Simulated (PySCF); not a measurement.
**Orbital picture of AlN**

UHF at R = 1.938 Å; basis Al 6-311G(d,p), N 6-311G(d,p); no relativity; PySCF 2.14. State: ³Σ⁻ (triplet), unpaired electrons π ↑↑. Only the outer orbitals are listed, counted within each symmetry.

| spin | orbital | occ. | ε (eV) | on Al (%) | main shells (%) |
| --- | --- | --- | --- | --- | --- |
| α | 5σ | 1 | -29.46 | 4 | 95 N s |
| α | 6σ | 1 | -13.55 | 30 | 66 N p, 26 Al s |
| α | 2π | 1 | -13.49 | 4 | 96 N p |
| α | 2π | 1 | -13.49 | 4 | 96 N p |
| α | 7σ | 1 | -8.68 | 84 | 66 Al s, 17 N p, 16 Al p |
| α | 3π | 0 | 0.85 | 99 | 98 Al p |
| α | 3π | 0 | 0.85 | 99 | 98 Al p |
| α | 8σ | 0 | 2.56 | 104 | 98 Al p |
| β | 5σ | 1 | -22.26 | 13 | 86 N s |
| β | 6σ | 1 | -11.95 | 42 | 50 N p, 40 Al s, 8 N s |
| β | 7σ | 1 | -8.18 | 72 | 46 Al s, 28 N p, 25 Al p |
| β | 2π | 0 | 0.21 | 92 | 92 Al p |
| β | 2π | 0 | 0.21 | 92 | 92 Al p |
| β | 8σ | 0 | 2.86 | 103 | 96 Al p |

Which are the highest filled and the lowest empty level, where do they sit, and how wide is the gap?

Highest filled β 7σ at -8.18 eV (in %: 46 Al s, 28 N p, 25 Al p); lowest empty β 2π at 0.21 eV (in %: 92 Al p); the gap at UHF is 8.39 eV. An empty level above zero is unbound, and its energy depends on the basis.

```
bond order (Mayer)                              : 0.78
⟨S²⟩                                            : 2.017
charge on Al (Mulliken, basis-dependent)        : 0.47
charge on Al (Löwdin, basis-dependent)          : 0.28
dipole moment (positive dipole means Al(−)N(+)) : -1.61 D
polarisability along the bond                   : 41.6 bohr³
polarisability across the bond                  : 19.2 bohr³
```

Shares are Mulliken populations and can fall outside 0 to 100 %.

The state was picked by a PBE0 search and need not be the measured ground state.
